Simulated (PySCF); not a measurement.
1-chloropropane (C3H7Cl), SMILES CCCCl.

The structure is a stationary point at PBE0-D3(BJ)/def2-SVP. Other conformers were not sampled.

Computed with PySCF with PBE/def2-TZVP.

Isolated molecule, no solvent.

Computed frontier levels, gap, dipole moment and polarisability:
```json
{
 "highest_occupied_level": "-6.85 eV",
 "lowest_empty_level": "-0.14 eV",
 "orbital_gap": "6.70 eV",
 "dipole_moment": "1.97 D",
 "quadrupole, principal values (traceless, Buckingham form, about the centre of nuclear charge)": "-2.30, 0.26, 2.05 D·Å",
 "mean_static_polarisability": "51.0 bohr³ (7.56 Å³)",
 "polarisability_principal_values": "44.2, 49.8, 59.1 bohr³"
}
```
